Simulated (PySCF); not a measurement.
## Dipole moment and polarisability of `COC(C)=S`

Compound: C3H6OS.
Structure used (PBE0-D3(BJ)/def2-SVP), in Å, numbered top down from 1:
```xyz
11
C3H6OS angstrom
C     -0.5413   -1.2970   -0.6082
O     -1.0931    0.0009   -0.5730
C     -0.4649    1.0191    0.0159
C      0.8714    0.7411    0.6377
S     -1.1701    2.4892    0.0287
H     -1.2637   -1.9198   -1.1497
H     -0.4030   -1.7113    0.4032
H      0.4207   -1.3203   -1.1444
H      0.7914   -0.0280    1.4239
H      1.5872    0.3640   -0.1115
H      1.2655    1.6620    1.0773
```

Level: CAM-B3LYP/def2-SVPD (PySCF), static field, nuclei fixed, core orbitals frozen in the response. The polarisability tensor in these axes (au):

```
x   61.19 -9.45  4.02
y   -9.45 85.69  4.53
z    4.02  4.53 51.99
```

Q: What are the eigenvalues, a third of the trace, and Δα (Δα² = ½Σ(αi − αj)² over the three pairs)?

A: Principal values 48.76, 60.96 and 89.16 au; mean 66.29 au = 9.82 Å³ = 10.93 × 10⁻⁴⁰ C²·m²/J; Δα = 35.90 au (54 % of the mean).

Q: What is the dipole moment, and where does it point?

A: (2.60, -4.09, 0.31) D, 4.86 D in size, pointing from the negative to the positive side. Measured along this direction, the outermost atoms are S5 at the negative end and H8 and H7 at the positive end.

Q: Molar refractivity from α?

A: Lorentz–Lorenz: R = (4π/3)N_A α = 2.5225 cm³/(mol·Å³) × 9.82 Å³ = 24.8 cm³/mol, in the limit of long wavelengths.

Q: How large is μ²/3kT at 298 K beside α?

A: In Gaussian units μ²/3kT = 191.49 Å³ against 9.82 Å³, a ratio of 19.49; the Debye molar polarisation (4π/3)N_A(α + μ²/3kT) is 507.8 cm³/mol, leaving out the vibrational part.

Q: Along which axes do the principal values lie, and how far do the nuclei extend along each?

A: Largest value along (-0.31, 0.95, 0.08), where the nuclei span 4.25 Å; middle along (0.84, 0.23, 0.49), 4.04 Å; least along (-0.45, -0.22, 0.87), 1.80 Å. The response follows the extents in order.

Q: What would n − 1 = 2πNα be for an ideal gas of these molecules at 500 K and 1 atm, electronic part alone?

A: N = p/kT = 1.4678 × 10¹⁹ cm⁻³, so n − 1 = 2π × N × 9.82 × 10⁻²⁴ cm³ = 906 × 10⁻⁶ at long wavelengths, for an ideal gas.

Isolated species at its PBE0-D3(BJ)/def2-SVP geometry (one conformer only).
